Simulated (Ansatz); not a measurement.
**Al₂HO (quartet): from Hartree-Fock to the top rungs at a displaced geometry (v2), cc-pVDZ**

An exercise on one series of results from a longer session: the logs are not shown, and one member is left open.

Program: Ansatz 0.2.0, Gaussian basis. Level of theory: cc-pVDZ, core rule «outside noble gas», up to 11 orbitals frozen. These are calculated values, not measurements.

Plan: UHF; CCSD(T) on ROHF; CCSD(T) on UHF; BCCD(T) on ROHF; CISD; CCSDT(Q) on ROHF; CCSDT(Q) on UHF.

17 further runs of the same task are left out: 5 that didn't finish, 12 set aside as unsound or not needed.

## What is computed

The geometry is a PBE0/def2-TZVP stationary point (not a proven minimum) with its atoms shifted at random (size 0.100 Å).

4 atoms, charge 0, spin multiplicity 4.

Atoms are counted from 1 here; the program's logs count them from 0.

Bond lengths: Al1–O2 1.689 Å, Al1–H4 1.555 Å, O2–Al3 1.698 Å. Angles: O2–Al1–H4 117.8°, Al1–O2–Al3 168.7°.

The first run:

in.yaml

```yaml
crystal:
  periodic: [false, false, false]
  atoms:
    - {symbol: Al, position_ang: [0.070794, -0.103026, 1.644665]}
    - {symbol: O, position_ang: [-0.094080, 0.071578, -0.026791]}
    - {symbol: Al, position_ang: [-0.017460, 0.016200, -1.722615]}
    - {symbol: H, position_ang: [0.065649, 1.188054, 2.511892]}
basis:
  gaussian: {orbitals: cc-pVDZ}
magnetization: {spin_polarized: true, initial_magnetization: 3}
hamiltonian: {xc: hf}
output: {orbitals: {seedname: orbitals}}
```

On the command line:

```bash
$ ansatz run in.yaml --threads 1 --pin off --events-out ev --progress --plain --max-ram 2393MiB
```

Among the steps run: UHF; CCSD(T) on ROHF; CCSD(T) on UHF; BCCD(T) on ROHF; CISD; CCSDT(Q) on ROHF; CCSDT(Q) on UHF.

One table of the session follows, with a row left open; its other results are not shown here.

```
   method  from UCCSDT(Q) (kJ/mol)
     ROHF                   +728.5
      UHF                   +724.0
     RMP2                    +63.7
     UMP2                    +62.1
     CISD                    +76.5
    RCCSD                        ?
    UCCSD                    +23.7
 RCCSD(T)                     +4.6
 UCCSD(T)                     +4.4
  BCCD(T)                     +4.1
   RCCSDT                     +2.4
   UCCSDT                     +2.3
RCCSDT(Q)                     +0.6
UCCSDT(Q)                        0
```

Q: Estimate the row for RCCSD from the others.

As computed: from UCCSDT(Q) (kJ/mol): +23.8. In the column «from UCCSDT(Q) (kJ/mol)» it lies between UCCSD (+23.7) and UMP2 (+62.1).

Caveats from the session: Restricted and unrestricted rows rest on different reference determinants; where their highest levels disagree by more than a few hundredths of an eV, they describe different states and don't form one ladder.
